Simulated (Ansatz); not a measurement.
Rutile TiO2 was calculated with PBE (plane waves, PAW; Ansatz, an electronic-structure program).

Numerical settings: plane-wave cutoff 520 eV, 8×8×12 k mesh (along the axes of the cell as run), Fermi–Dirac smearing 0.01 eV, no spin polarisation, scalar-relativistic PAW data made under PBE.

Computed at the level's own relaxed cell.

Q: Estimate the bulk modulus B0, lattice parameter c and equilibrium volume per atom that the calculation returns.

A: 
* **bulk modulus B0**: 202 GPa
* **lattice parameter c**: 2.964 Å
* **equilibrium volume per atom**: 10.65 Å³/atom

Measured, for comparison: bulk modulus 212 ± 1 GPa (room temperature, no zero-point or thermal correction, adiabatic, from measured elastic constants, our sources range from 210 to 239; as tabulated in Elasticity of TiO2 rutile to 1800 K); lattice parameter c 2.954 Å (15 K, zero-point motion not removed; as tabulated in Burdett, Hughbanks, Miller, Richardson, Smith, powder neutron diffraction …). Computed (rounded) less measured: bulk modulus not scored (sources differ), lattice parameter c +0.3 %.

Note: the bulk modulus comes from volumes at which shape and atoms were relaxed.

Computed values are for the static lattice.
